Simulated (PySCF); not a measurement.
# CO⁺: energy against distance

Set-up: C def2-TZVP, O def2-TZVP; no relativity (PySCF 2.14). Energies in eV from C⁺ + O in their ground configurations at the same level. State: ²Σ⁺ (doublet), unpaired electrons σ ↑.

All columns are PBE0. A positive dipole points towards O; it is taken about the centre of mass and depends on that origin.

```tsv
R (Å)	E (eV)	μ (D)	Mulliken charge on C (basis-dependent)	HOMO (eV)	LUMO (eV)	Mayer bond order	⟨S²⟩
0.953	-6.245	-2.46	0.48	-24.22	-16.62	2.80	0.76
0.997	-7.549	-2.55	0.56	-24.15	-16.71	2.79	0.76
1.042	-8.282	-2.63	0.63	-24.07	-16.80	2.77	0.77
1.075	-8.546	-2.69	0.67	-24.01	-16.86	2.76	0.77
1.108	-8.619	-2.75	0.71	-23.82	-16.93	2.74	0.77
1.141	-8.542	-2.80	0.74	-23.50	-16.99	2.73	0.78
1.186	-8.261	-2.86	0.77	-23.09	-17.06	2.70	0.78
1.241	-7.711	-2.93	0.80	-22.57	-17.15	2.67	0.79
1.307	-6.880	-2.99	0.81	-21.99	-17.23	2.62	0.81
1.396	-5.654	-3.06	0.81	-21.31	-17.30	2.53	0.84
```

A fit through these points gives, at Re = 1.106 Å, μ = -2.74 D and dμ/dR = -1.62 D/Å; the reduced mass is 6.856 u.

Task: How strong is the fundamental in the double-harmonic approximation, I = 42.26·(dμ/dR)²/μred km/mol?

Result: I = 42.26·(-1.62)²/6.856 = 16.2 km/mol at PBE0.

For an ion De counts to the pair picked by the measured ionisation energies or electron affinities, which need not be the lowest pair at this level. The state was picked by a PBE0 search and need not be the measured ground state.
